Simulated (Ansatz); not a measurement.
We consider rock-salt TiC, described by RPBE (Ansatz, an electronic-structure program, PAW).

Settings: plane-wave cutoff 520 eV, 22×22×22 k mesh, Fermi–Dirac smearing 0.05 eV, no spin polarisation, scalar-relativistic PAW data made under PBE.

Pressure at four volumes; x = ln(V/10.355 Å³). One pressure is withheld.

```tsv
V (Å³/atom)	x	P (GPa)
9.734	-0.0618	?
9.941	-0.0408	10.59
10.355	0.0000	0.02
10.977	0.0583	-12.32
```

Q: Pass a parabola P(x) through the three rows shown, estimate the bulk modulus and its pressure derivative near zero pressure, and predict the withheld pressure.

A: Slopes between the rows: (0.02 − (10.59))/(0.0000 − (-0.0408)) = -259.07 and (-12.32 − (0.02))/(0.0583 − (0.0000)) = -211.66 GPa. Their difference over the span 0.0991 is c = 47.41/0.0991 = 478.4 GPa, so P(x) = 10.59 + (-259.07)(x − (-0.0408)) + 478.4 (x − (-0.0408))(x − (0.0000)). At the middle row B = −dP/dx = −[-259.07 + 478.4 × 0.0408] = 239.6 GPa, and B′ = dB/dP = 2c/B = 4.0. At x = -0.0618 the parabola gives 16.65 GPa; the run gives 16.73 GPa. The Birch–Murnaghan fit to the energies at all volumes has B0 = 238 GPa and B′ = 4.0.

Measured, for comparison: bulk modulus 240 GPa (temperature not stated, not corrected to a static lattice, our sources range from 235 to 268; as tabulated in Krasnenko and Brik (2013), arXiv:1306.3139). Computed (rounded) less measured: bulk modulus not scored (sources differ).
